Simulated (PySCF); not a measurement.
Species: streptocyanine-3, C3H7N2 (charge +1).
Geometry (PBE0-D3(BJ)/def2-SVP, Å), atoms numbered from 1 in this order:
```
atom  x, y, z in Å
N1     2.3277    0.1374   -0.6312
C2     1.0247   -0.0072   -0.7308
C3     0.1186    0.0490    0.3207
C4    -1.2339   -0.1255    0.0556
N5    -2.2011   -0.0988    0.9460
H6     2.9256    0.0870   -1.4485
H7     2.7810    0.3121    0.2606
H8     0.6524   -0.1880   -1.7459
H9     0.4650    0.2280    1.3426
H10   -1.5559   -0.3033   -0.9771
H11   -3.1687   -0.2339    0.6749
H12   -2.0174    0.0591    1.9321
```

Level of theory: PySCF 2.14.0, density-fitted response routines, TDDFT B3LYP/def2-SVPD, vertical, gas phase, core orbitals frozen in the response.

Ground-to-excited transition dipoles (e·a0, same axes as the geometry; the sign carries no meaning), for the states with f of 0.002 or more among the lowest 9:

```
state  E (eV)      μx      μy      μz
   S1   5.262  -2.241  -0.117   0.780
   S5   7.155  -0.116  -0.061  -0.344
   S8   8.284   0.039  -0.375   0.053
   S9   8.381   0.104   0.053   0.307
```

Problem. Work out the oscillator strengths.

Solution. f = (2/3) ΔE |μ|² with ΔE in hartree (27.2114 eV).

```tsv
state	|μ|² (au)	|μ| (D)	f
S1	5.646	6.04	0.728
S5	0.135	0.94	0.024
S8	0.145	0.97	0.029
S9	0.108	0.84	0.022
```

Problem. The point group is C2v. Which irreducible representation does each state belong to?

Solution. Polarised along the twofold axis, so A1: S5 and S9. Polarised across the twofold axis, so B1 or B2: S1 and S8. Which of B1 and B2 hangs on the choice of axes; S1 takes one label and S8 the other.

Problem. All atoms lie in one plane. Which transitions are polarised in it and which across it?

Solution. In the plane: S1, S5 and S9. Perpendicular: S8. 

Problem. Which bond between heavy atoms lies closest to the direction of the S1 transition dipole?

Solution. N1–C2 and C4–N5, at 24° from it; next C2–C3 and C3–C4 at 30°.

Problem. What angle do the transition dipoles of S1 and S9 make?

Solution. |cos θ| = |μa·μb| / (|μa| |μb|) = 0.00, so θ ≈ 90° (taken between 0 and 90°, since the signs are arbitrary).

Problem. How is the summed strength of these states shared among x, y and z?

Solution. (2/3) Σ ΔE μα² gives 0.653 for x, 0.032 for y and 0.119 for z, 0.803 in all.

Problem. What peak molar absorption coefficient would the strongest computed level give as a lone Gaussian band 0.3 eV wide at half height?

Solution. ε(max) = 2.175×10⁸ f / FWHM, with the width in cm⁻¹. S1: 2.175×10⁸ × 0.7279 / 2420 ≈ 65000 L mol⁻¹ cm⁻¹.

All these states lie below the vertical ionisation energy of 13.77 eV (ΔSCF).

One conformer stands for the species.
